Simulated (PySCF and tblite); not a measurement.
Values are calculated unless marked as measured or tabulated.
C₃H₈S, numbered as in [CH3:1][CH2:2][S:3][CH3:4]. The same 2 conformers on PBE0-D3(BJ)/def2-SVP geometries, with only the basis set of the single-point energies changed (functional PBE0, solvent none (gas phase), D3(BJ) where defined; PySCF).

Torsions listed: C1–C2–S3–C4. Of a mirror pair one member is shown.

```
conformer  shape   symmetry  dipole D
        1   -70°  C1 (pair)      1.61
        2   180°         Cs      1.59
```

Energies (kcal/mol) above conformer 1 and its weight at 298.15 K (thermal terms from GFN2-xTB):

```
basis set  E(2) − E(1)  weight of 1 (%)
def2-TZVP         0.09               65
   6-31G*         0.18               68
 def2-SVP         0.41               76
  pcseg-1         0.38               75
 6-311G**            ?                ?
def2-SVPD         0.14               67
  pcseg-2         0.13               67
```

Task: What does 6-311G** give?

Result: E(2) − E(1) = 0.30 kcal/mol, weight of conformer 1 73 %.

Task: How much does the choice of basis set matter?

Result: The widest range is that of E(2) − E(1), which runs from 0.09 (def2-TZVP) to 0.41 kcal/mol (def2-SVP), a spread of 0.32, against RT = 0.59.
